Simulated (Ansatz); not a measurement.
# NOF (nitrosyl fluoride) at 6 levels

Aim: a comparison of 6 runs (B3LYP/STO-3G, SVWN5/STO-3G, UB3LYP/STO-3G, r2SCAN0/STO-3G, CCSDTQ/STO-3G, CCSD/STO-3G) of NOF (nitrosyl fluoride). 

The results are computed with Ansatz 0.2.0.

63 further runs of the same task are left out: 16 that didn't finish, 47 set aside as unsound or not needed.

### Step 1. The molecule

NOF has 3 atoms, charge 0, and is taken as a singlet. As SMILES, `O=NF`. The N2–O1 distance was set to 1.408 Å, away from the relaxed value.

Bond lengths: O1–N2 1.408 Å, N2–F3 1.483 Å. Angles: O1–N2–F3 110.4°.

### Step 2. A single-point energy at B3LYP/STO-3G (run 1)

job.yaml reads:

```yaml
basis:
  gaussian:
    orbitals: STO-3G
crystal:
  periodic: [false, false, false]
  atoms:
    - {symbol: O, position_ang: [1.048178, 0.424320, 0.623430]}
    - {symbol: N, position_ang: [0.148930, -0.482540, 0.029910]}
    - {symbol: F, position_ang: [-1.017290, 0.239580, -0.534650]}
hamiltonian:
  xc: {name: B3LYP}
accuracy: high
```

Command:

```console
ansatz run job.yaml --threads 1 --pin off --max-ram 3480MiB --events-out events.jsonl --progress --plain --runs-dir runs
```

Output:

```text
Warning: RAYON_NUM_THREADS=1 ignored (pool sized by the plan → 1); use --threads N
Functional definition: B3LYP
  name "B3LYP"
  parameter a0 = 0.2
  parameter ax = 0.72
  parameter ac = 0.81
  exchange = (1 - a0 - ax)*slater_x + ax*b88_x + a0*exact_x
  correlation = (1 - ac)*vwn_rpa_c + ac*lyp_c
250 factors; integrals over basis functions are off by at most 4.4e-8 eV
mean field evaluation 1: about -6160.7977 eV, gradient 2.9e1 eV
mean field evaluation 2: about -6129.3912 eV, gradient 1.1e2 eV
mean field evaluation 4: about -6162.9020 eV, gradient 7.2e0 eV
mean field evaluation 8: about -6163.0368 eV, gradient 5.0e-1 eV
mean field evaluation 16: about -6163.0374 eV, gradient 3.4e-6 eV
mean field -6163.03742317 eV, -226.4874478447 hartree, gradient 2.6e-8 eV, S^2 0.000000; 0 other end points of the search recorded, 0 dependent functions left out
reference -6163.03743812 eV, -226.4874483941 hartree; 12, 12 occupied and 3, 3 virtual orbitals, 250 factors
Total energy: -6163.03743812 eV, -226.4874483941 hartree
```

Run time: 0.61 s. Hardware: 1 thread of Intel Xeon Platinum 8488C (Sapphire Rapids), shared host.

### Step 3. A single-point energy at SVWN5/STO-3G (run 2)

molecule.yaml reads:

```yaml
crystal:
  periodic: [false, false, false]
  atoms:
    - {symbol: O, position_ang: [1.048178, 0.424320, 0.623430]}
    - {symbol: N, position_ang: [0.148930, -0.482540, 0.029910]}
    - {symbol: F, position_ang: [-1.017290, 0.239580, -0.534650]}
basis:
  gaussian:
    orbitals: STO-3G
hamiltonian:
  xc: {name: SVWN5}
accuracy: high
```

Command:

```console
ansatz run molecule.yaml --threads 1 --pin off --max-ram 3480MiB --events-out events.jsonl --progress --plain --runs-dir runs
```

Output:

```text
Warning: RAYON_NUM_THREADS=1 ignored (pool sized by the plan → 1); use --threads N
Functional definition: SVWN5
  name "SVWN5"
  exchange = slater_x
  correlation = vwn5_c
250 factors; integrals over basis functions are off by at most 4.4e-8 eV
mean field evaluation 1: about -6118.0156 eV, gradient 2.3e1 eV
mean field evaluation 2: about -6045.2248 eV, gradient 1.6e2 eV
mean field evaluation 4: about -6119.5148 eV, gradient 7.0e0 eV
mean field evaluation 8: about -6119.5921 eV, gradient 2.7e-1 eV
mean field evaluation 16: about -6119.5925 eV, gradient 7.9e-7 eV
mean field -6119.59246894 eV, -224.8908752248 hartree, gradient 7.1e-8 eV, S^2 0.000000; 0 other end points of the search recorded, 0 dependent functions left out
reference -6119.59246964 eV, -224.8908752505 hartree; 12, 12 occupied and 3, 3 virtual orbitals, 250 factors
Total energy: -6119.59246964 eV, -224.8908752505 hartree
```

Run time: 0.34 s. Hardware: 1 thread of Intel Xeon Platinum 8488C (Sapphire Rapids), shared host.

Runs 3 to 5 aren't shown in full; the table further down has their settings and results.

### Step 4. A single-point energy at CCSD/STO-3G (run 6)

run.yaml reads:

```yaml
crystal:
  periodic: [false, false, false]
  atoms:
    - {symbol: O, position_ang: [1.048178, 0.424320, 0.623430]}
    - {symbol: "N", position_ang: [0.148930, -0.482540, 0.029910]}
    - {symbol: F, position_ang: [-1.017290, 0.239580, -0.534650]}
basis:
  gaussian:
    orbitals: STO-3G
correlation:
  method: ccsd
  frozen_orbitals: {F: 1, "N": 1, O: 1}
accuracy: high
scf:
  omitted_lower_state_checks: [cluster_reference, increment]
```

Command:

```console
ansatz run run.yaml --threads 1 --pin off --max-ram 3480MiB --events-out events.jsonl --progress --plain --runs-dir runs
```

Output:

```text
Warning: RAYON_NUM_THREADS=1 ignored (pool sized by the plan → 1); use --threads N
[... 12 lines left out ...]
3 core orbitals not correlated: weight in the atoms' cores, before any rotation towards them, 1.000 or more for the frozen orbitals, at most 0.000 for the correlated occupied ones
[... 33 lines left out ...]
WARN: these amplitudes may be one of several solutions (largest doubles amplitude 0.28, level shift 2.06 eV)
Total energy: -6141.53873699 eV, -225.6973857001 hartree
Checks for a lower state left out: cluster_reference, increment
```

It took 0.2 s on 1 thread of Intel Xeon Platinum 8488C (Sapphire Rapids), shared host.

### Step 5. All runs side by side

```tsv
run	level	frozen core orbitals	energy (Eh)	wall time
1	B3LYP/STO-3G	–	-226.487448	0.61 s
2	SVWN5/STO-3G	–	-224.890875	0.34 s
3	UB3LYP/STO-3G	–	-226.487504	2.5 s
4	r2SCAN0/STO-3G	–	-226.401050	2 s
5	CCSDTQ/STO-3G	3	-225.711027	21 s
6	CCSD/STO-3G	3	-225.697386	0.2 s
```

### Step 6. Summary of results

| quantity | value |
| --- | --- |
| run 6: total energy | -225.69739 Eh |
| run 6: correlation energy (3 core orbitals frozen) | -235.3 mEh |
| run 6: T1 diagnostic | 0.020 |

What this shows: Totals of different functionals can't be ranked against each other. In runs 5, 6 the log says that unrestricted orbitals would lower the reference, so the values rest on an unstable closed-shell determinant (other closed-shell runs at this shape may share the fault). In runs 1, 2, 3, 4, 5, 6 the basis is minimal, so the values are rough. All runs together took 27 s, the longest 21 s.
